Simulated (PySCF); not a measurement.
## Worked example: building the atomization energy of N2, singlet

Measured: the G2/97 heats of formation, with zero-point and thermal terms from B3LYP taken off, give an electronic atomization energy of 228.5 kcal/mol (Curtiss et al., J. Chem. Phys. 106, 1063 (1997); Staroverov et al., J. Chem. Phys. 119, 12129 (2003)). The calculation below tries to reproduce it.

Geometry (MP2(full)/6-31G*, from the G2/97 set):

```xyz
2

N     0.0000    0.0000    0.0000
N     0.0000    0.0000    1.1300
```

Atomization energies (atoms less molecule, kcal/mol) from PySCF 2.14.0, frozen cores, restricted molecule, unrestricted atoms (their steps beyond CCSDT from full CI of the atoms), sets cc-pVDZ, cc-pVTZ, cc-pVQZ:

```csv
level,DZ,TZ,QZ
HF,103.19,108.57,109.40
CCSD(T),200.28,215.14,221.25
CCSDT,200.12,214.49,–
CCSDT(Q),201.30,215.75,–
```

Question: Extrapolate Hartree–Fock with exp(−5.46 √X) and the CCSD(T) correlation part with X⁻³ (X = 3, 4), add each higher step from the largest set that has it, and compare with the measured value.

Answer: Hartree–Fock: 109.40 + (109.40 − 108.57) × 0.301 = 109.65.
Correlation: TZ 106.57, QZ 111.85; (64 × 111.85 − 27 × 106.57) / 37 = 115.70.
Full triples (TZ): 214.49 − 215.14 = -0.65.
(Q) (TZ): 215.75 − 214.49 = 1.26.
Sum: 226.0 kcal/mol, 2.5 below the measured 228.5.

The steps beyond CCSD(T) add 0.61 kcal/mol, while going from QZ to the limit adds 4.10. Core correlation, scalar relativity, spin–orbit terms and the relaxation from this MP2 geometry are missing from the sum, and the measured value has its own uncertainty.
